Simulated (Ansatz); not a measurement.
`C=C(S)C=O`, 9 atoms. The species carries charge 0 and has multiplicity 1. All runs use 2 threads of an Intel Xeon 6975P-C on a shared host. Correlated methods freeze the cores.

**Question.** Give the basis size and wall time and peak host memory of each of these runs in Ansatz. direct RPA on PBE orbitals/def2-TZVPP energy; RKS CAM-B3LYP-D4/def2-TZVPP energy; RKS ωB97X-V/def2-TZVPP energy; RKS PBE0-D4/def2-TZVP frequencies; RKS PBE0-D4/def2-SVP energy; RKS LC-ωPBE/def2-TZVPP energy; RHF-CCSD(T)/def2-SVP energy; RHF-CCSD(T)/def2-TZVPP energy; RKS B97M-V/def2-TZVPP energy; RKS ωB97M-V/def2-QZVPP energy; RKS PBE0-D4/def2-QZVPP energy; RKS PBE0-D4/def2-TZVP relaxation (7 steps). (Estimate.)

**Answer.** Ansatz gave: Other jobs shared the machine, so times are rough.

| level | job | functions | wall time | peak host memory (GiB) |
| --- | --- | --- | --- | --- |
| RKS PBE0-D4/def2-SVP | energy | 94 | 0.85 s | 0.46 |
| RKS LC-ωPBE/def2-TZVPP | energy | 222 | 2.3 s | 0.46 |
| RKS CAM-B3LYP-D4/def2-TZVPP | energy | 222 | 2.7 s | 0.54 |
| RHF-CCSD(T)/def2-SVP | energy | 94 | 3.4 s | 0.46 |
| direct RPA on PBE orbitals/def2-TZVPP | energy | 222 | 5.5 s | 0.54 |
| RKS B97M-V/def2-TZVPP | energy | 222 | 6 s | 0.34 |
| RKS ωB97X-V/def2-TZVPP | energy | 222 | 6.5 s | 0.59 |
| RKS PBE0-D4/def2-QZVPP | energy | 418 | 8.5 s | 1.1 |
| RKS ωB97M-V/def2-QZVPP | energy | 418 | 15 s | 1.4 |
| RKS PBE0-D4/def2-TZVP | relaxation (7 steps) | 185 | 20 s | 0.44 |
| RHF-CCSD(T)/def2-TZVPP | energy | 222 | 44 s | 3.9 |
| RKS PBE0-D4/def2-TZVP | frequencies | 185 | 2 min | 0.47 |

LC-ωPBE has ω = 0.4 bohr⁻¹.
